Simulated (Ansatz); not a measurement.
Geometry optimisation of Si₂H₂⁻.

```yaml
crystal:
  periodic: [false, false, false]
  atoms:
    - {symbol: Si, position_ang: [0.453950, -0.914808, -0.390288]}
    - {symbol: Si, position_ang: [-0.453892, 0.914406, 0.390065]}
    - {symbol: H, position_ang: [1.841340, -1.042011, 0.241789]}
    - {symbol: H, position_ang: [-1.841398, 1.042413, -0.241557]}
basis:
  gaussian: {orbitals: def2-TZVPD}
total_charge: -1
magnetization: {spin_polarized: true, initial_magnetization: 3}
hamiltonian: {xc: r2scan, dispersion: d4}
scf: {omitted_lower_state_checks: [starts]}
output: {orbitals: {seedname: orbitals}}
relax: {f_tol: 0.02, max_steps: 100}
```

```sh
$ ansatz run in.yaml --threads 4 --pin off --events-out ev --progress --plain --max-ram 3916MiB
```

Output, abridged:

```
Functional definition: r2SCAN
mean field -15783.80831080 eV, -580.0442567723 hartree, gradient 4.7e-5 eV, S^2 3.778642; 0 other end points of the search recorded, 0 dependent functions left out
relax step   1: F+E_penalty+E_count = -15783.83321639 eV  Δ(F+E_penalty+E_count) = +0.000e0 eV  max|allowed force component| = 2.248e0 eV/Å  Δτ_max = 0.0000 Å  (31 SCF iters, accepted)
mean field -15784.04878687 eV, -580.0530941048 hartree, gradient 7.8e-6 eV, S^2 3.778532; 0 other end points of the search recorded, 0 dependent functions left out
relax step   2: F+E_penalty+E_count = -15784.07337001 eV  Δ(F+E_penalty+E_count) = -2.402e-1 eV  max|allowed force component| = 6.902e-1 eV/Å  Δτ_max = 0.0744 Å  (35 SCF iters, accepted)
mean field -15784.07418022 eV, -580.0540272933 hartree, gradient 1.5e-5 eV, S^2 3.778210; 0 other end points of the search recorded, 0 dependent functions left out
relax step   3: F+E_penalty+E_count = -15784.09870298 eV  Δ(F+E_penalty+E_count) = -2.533e-2 eV  max|allowed force component| = 1.707e-1 eV/Å  Δτ_max = 0.0599 Å  (36 SCF iters, accepted)
mean field -15784.08678199 eV, -580.0544903999 hartree, gradient 1.3e-5 eV, S^2 3.778677; 0 other end points of the search recorded, 0 dependent functions left out
relax step   4: F+E_penalty+E_count = -15784.11118232 eV  Δ(F+E_penalty+E_count) = -1.248e-2 eV  max|allowed force component| = 3.610e-2 eV/Å  Δτ_max = 0.0640 Å  (35 SCF iters, accepted)
mean field -15784.08746058 eV, -580.0545153376 hartree, gradient 2.6e-5 eV, S^2 3.778581; 0 other end points of the search recorded, 0 dependent functions left out
relax step   5: F+E_penalty+E_count = -15784.11188914 eV  Δ(F+E_penalty+E_count) = -7.068e-4 eV  max|allowed force component| = 8.408e-3 eV/Å  Δτ_max = 0.0146 Å  (38 SCF iters, accepted)
mean field -15784.08786849 eV, -580.0545303279 hartree, gradient 2.5e-5 eV, S^2 3.778562; 0 other end points of the search recorded, 0 dependent functions left out
relax step   6: F+E_penalty+E_count = -15784.11229854 eV  Δ(F+E_penalty+E_count) = -4.094e-4 eV  max|allowed force component| = 1.887e-2 eV/Å  Δτ_max = 0.0200 Å  (36 SCF iters, accepted)
mean field -15784.08909439 eV, -580.0545753788 hartree, gradient 2.5e-5 eV, S^2 3.778521; 0 other end points of the search recorded, 0 dependent functions left out
relax step   7: F+E_penalty+E_count = -15784.11352398 eV  Δ(F+E_penalty+E_count) = -1.225e-3 eV  max|allowed force component| = 2.906e-2 eV/Å  Δτ_max = 0.0201 Å  (35 SCF iters, accepted)
mean field -15784.13675250 eV, -580.0563267822 hartree, gradient 1.3e-5 eV, S^2 3.776562; 0 other end points of the search recorded, 0 dependent functions left out
relax step   8: F+E_penalty+E_count = -15784.16121881 eV  Δ(F+E_penalty+E_count) = -4.769e-2 eV  max|allowed force component| = 7.578e-2 eV/Å  Δτ_max = 0.2000 Å  (39 SCF iters, accepted)
mean field -15784.08390385 eV, -580.0543846303 hartree, gradient 1.0e-5 eV, S^2 3.773254; 0 other end points of the search recorded, 0 dependent functions left out
relax step   9: F+E_penalty+E_count = -15784.10881599 eV  Δ(F+E_penalty+E_count) = +5.240e-2 eV  max|allowed force component| = 9.506e-1 eV/Å  Δτ_max = 0.1950 Å  (41 SCF iters, rejected (line search))
mean field -15784.16460648 eV, -580.0573503969 hartree, gradient 2.5e-5 eV, S^2 3.775167; 0 other end points of the search recorded, 0 dependent functions left out
relax step  10: F+E_penalty+E_count = -15784.18912941 eV  Δ(F+E_penalty+E_count) = -2.791e-2 eV  max|allowed force component| = 6.920e-2 eV/Å  Δτ_max = 0.0975 Å  (35 SCF iters, accepted)
mean field -15784.17796791 eV, -580.0578414207 hartree, gradient 3.4e-5 eV, S^2 3.773734; 0 other end points of the search recorded, 0 dependent functions left out
relax step  11: F+E_penalty+E_count = -15784.20258110 eV  Δ(F+E_penalty+E_count) = -1.345e-2 eV  max|allowed force component| = 1.818e-1 eV/Å  Δτ_max = 0.0975 Å  (34 SCF iters, accepted)
mean field -15784.18020144 eV, -580.0579235012 hartree, gradient 1.2e-5 eV, S^2 3.773775; 0 other end points of the search recorded, 0 dependent functions left out
relax step  12: F+E_penalty+E_count = -15784.20480414 eV  Δ(F+E_penalty+E_count) = -2.223e-3 eV  max|allowed force component| = 8.649e-2 eV/Å  Δτ_max = 0.0160 Å  (38 SCF iters, accepted)
mean field -15784.18068196 eV, -580.0579411601 hartree, gradient 1.1e-5 eV, S^2 3.773548; 0 other end points of the search recorded, 0 dependent functions left out
relax step  13: F+E_penalty+E_count = -15784.20526363 eV  Δ(F+E_penalty+E_count) = -4.595e-4 eV  max|allowed force component| = 1.779e-2 eV/Å  Δτ_max = 0.0185 Å  (37 SCF iters, accepted)
mean field -15784.18068196 eV, -580.0579411601 hartree, gradient 1.2e-5 eV, S^2 3.773548; 0 other end points of the search recorded, 0 dependent functions left out
Total energy: -15784.20528094 eV, -580.0588451560 hartree
Atom 0 at     0.415719    -1.196368    -0.048130 Å, force    -0.012490    -0.013108    -0.017795 eV/Å
Atom 1 at    -0.746790     0.759558     0.686892 Å, force     0.013897     0.014965     0.015074 eV/Å
Atom 2 at     1.900508    -0.814808    -0.126693 Å, force     0.001900     0.009660     0.009949 eV/Å
Atom 3 at    -1.569437     1.251618    -0.512060 Å, force    -0.003307    -0.011518    -0.007229 eV/Å
Dipole moment:    -0.006509    -0.008588     0.012558 e Å
Checks for a lower state left out: starts
```

Hardware: 4 threads of Intel Xeon Platinum 8259CL on a shared host. Wall time 23 s.

The highest occupied level of the charge -1 quartet lies above zero (up to 0.79 eV). The electron is either unbound and held by the finite basis, or the level is raised by self-interaction error. At r2SCAN-D4/def2-TZVPD a doublet of charge -1 lies 1.04 eV below the quartet, each at its own geometry. The structure comes from a short search, and lower isomers may exist.
